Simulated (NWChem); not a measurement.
System: AlCl₃; SMILES [Cl][Al]([Cl])[Cl]

Computed with NWChem. All runs use the structure optimised with PBE0/def2-SVP. Ions are spin-unrestricted doublets at the neutral geometry; other ion states weren't tried.

For level PBE/def2-TZVPD:

```
Quantity                               Result
-------------------------------------  ------
vertical ionisation energy, ΔSCF (eV)   10.87
−ε(HOMO) (eV)                            8.02
```

Task: Estimate the same quantities for level PBE/STO-3G.

Result: 
- vertical ionisation energy, ΔSCF (eV): 9.40
- −ε(HOMO) (eV): 5.85
